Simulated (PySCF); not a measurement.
# [HO2]− (hydroperoxide(1-)): revPBE/def2-TZVPPD

Aim: the energy change on altering one bond length of [HO2]− (hydroperoxide(1-)) at revPBE/def2-TZVPPD, from 2 runs. 

The results are computed with PySCF 2.14.0.

4 further runs of the same task are left out: 4 set aside as unsound or not needed.

### 1 The molecule

[HO2]−: 3 atoms, total charge -1, spin state singlet. As SMILES, `[O-]O`. The coordinates come from a GFN2-xTB relaxation.

Bond lengths: O1–O2 1.458 Å, O2–H3 0.963 Å. Angles: O1–O2–H3 100.3°.

### 2 The energy at revPBE/def2-TZVPPD

File input.py:

```python
from pyscf import gto, dft

molecule = gto.Mole()
molecule.atom = '''
O     -0.670928     1.914822    -0.152520
O     -0.461944    -0.825092    -0.341870
H      1.132872    -1.089748     0.494390
'''
molecule.unit = 'bohr'
molecule.verbose = 3
molecule.charge = -1
molecule.max_memory = 1860
molecule.spin = 0
molecule.basis = 'def2-tzvppd'
molecule.build()

mf = dft.RKS(molecule)
mf.xc = 'revpbe'
mf.conv_tol = 1e-10
mf.grids.level = 5
mf.kernel()
if not mf.converged:
    mf = mf.newton().run(mf.mo_coeff, mf.mo_occ)

e_final = mf.e_tot
print('E(%s) = %.9f' % ('REVPBE', e_final))
```

Launch:

```
$ OMP_NUM_THREADS=1 python input.py
```

The program printed:

```text
converged SCF energy = -150.971552700628
E(REVPBE) = -150.971552701
```

Wall time 5.7 s (1 thread of Intel Xeon 6975P-C (Granite Rapids), shared host); peak memory 0.46 GiB.

### 3 The distorted shape

File calc.py:

```python
from pyscf import gto, dft

mol = gto.Mole()
mol.atom = 'O -0.388215 1.448223 -0.050652; O -0.244450 -0.436620 -0.180910; H 0.599490 -0.576670 0.261620'
mol.basis = 'def2-tzvppd'
mol.charge = -1
mol.spin = 0
mol.max_memory = 1860
mol.verbose = 4
mol.build()

mf = dft.RKS(mol, xc='revpbe')
mf.grids.level = 5
mf.conv_tol = 1e-10
mf.kernel()
if not mf.converged:
    mf = mf.newton().run(mf.mo_coeff, mf.mo_occ)

etot = mf.e_tot
print(f'total energy: {etot:.8f} hartree')
```

Launch:

```
$ OMP_NUM_THREADS=1 python calc.py
```

The program printed:

```text
PySCF version 2.14.0

[INPUT] num. atoms = 3
[INPUT] num. electrons = 18
[INPUT] charge = -1
[INPUT] spin (= nelec alpha-beta = 2S) = 0
[INPUT] symmetry False subgroup None
[INPUT] Mole.unit = angstrom
[INPUT] Symbol           X                Y                Z      unit          X                Y                Z       unit  Magmom
[INPUT]  1 O     -0.388215000000   1.448223000000  -0.050652000000 AA   -0.733620027448   2.736744837296  -0.095718407661 Bohr   0.0
[INPUT]  2 O     -0.244450000000  -0.436620000000  -0.180910000000 AA   -0.461943551150  -0.825092220508  -0.341870353195 Bohr   0.0
[INPUT]  3 H      0.599490000000  -0.576670000000   0.261620000000 AA    1.132871914416  -1.089748364253   0.494390148709 Bohr   0.0

nuclear repulsion = 24.1304292708338
number of shells = 35
number of NR pGTOs = 129
number of NR cGTOs = 97
basis = def2-tzvppd
ecp = {}

[... 63 lines left out ...]
converged SCF energy = -150.948045345628
total energy: -150.94804535 hartree
```

Run time: 6.3 s. Hardware: 1 thread of Intel Xeon 6975P-C (Granite Rapids), shared host; peak memory 0.46 GiB.

### 4 What came out

Level: revPBE/def2-TZVPPD.

| quantity | value |
| --- | --- |
| first shape: total energy | -150.97155 Eh |
| first shape: HOMO energy | 3.02 eV |
| first shape: LUMO energy | 4.25 eV |
| first shape: HOMO–LUMO gap (to an unbound level, set by the basis) | 1.23 eV |
| distorted shape: total energy | -150.94805 Eh |
| distorted shape: HOMO energy | 1.63 eV |
| distorted shape: LUMO energy | 2.57 eV |
| distorted shape: HOMO–LUMO gap (to an unbound level, set by the basis) | 0.94 eV |
| energy change with the O1–O2 bond stretched from 1.458 to 1.895 Å | 0.640 eV |

With the O1–O2 bond stretched from 1.458 to 1.895 Å the energy rises by 0.64 eV (14.8 kcal/mol). The first shape isn't relaxed at this level, so the change isn't measured from a minimum. Mulliken charges (first shape) run from -0.89 on O1 to +0.13 on H3; in a basis this large or diffuse they mean little. The HOMO (first shape) lies at positive energy, 3.02 eV, as semi-local functionals often give for anions; only total energies tell whether the electron is bound. Mulliken charges (distorted shape) run from -0.70 on O1 to +0.15 on H3; in a basis this large or diffuse they mean little. The HOMO (distorted shape) lies at positive energy, 1.63 eV, as semi-local functionals often give for anions; only total energies tell whether the electron is bound.
